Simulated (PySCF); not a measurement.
hydroxide, HO (charge -1), SMILES [OH-], point group C∞v.

Level: PBE0/pcSseg-2 in PySCF (density fitting, grid level 2); geometry and Hessian at that level, cubic constants and property derivatives from steps of ±0.6 along each species' dimensionless normal coordinates, second-order vibrational perturbation theory. The parent has the commonest isotopes.

Equilibrium geometry (Å):

```
atom        x        y        z
  O1   0.4860  -0.0112  -0.0118
  H2  -0.4750   0.0163  -0.0448
```

Problem. How much do zero-point and thermal motion change the parent's shieldings?

Solution. 
```tsv
atom	σe (ppm)	anharmonic part, 0 K	harmonic part, 0 K	Δσ at 0 K	Δσ at 298.15 K	Δσ at 500 K
O1	365.21	-11.29	-9.10	-20.39	-21.09	-21.57
H2	37.32	-0.20	0.27	0.07	0.05	0.05
```

Problem. And the bond lengths, in the parent and with ²H at 2?

Solution. 
| bond | re (Å) | ⟨r⟩ at 0 K | between mean positions | ⟨r⟩, labelled |
| --- | --- | --- | --- | --- |
| O1–H2 | 0.9619 | 0.9790 | 0.9790 | 0.9743 |

The study (26 SCF points, 50 basis functions) took 18 s on 1 thread of Intel Xeon Platinum 8259CL @ 2.50GHz, shared host (rough), peak memory 0.26 GiB, launched as `OMP_NUM_THREADS=1 python ens_run.py task.json out`.
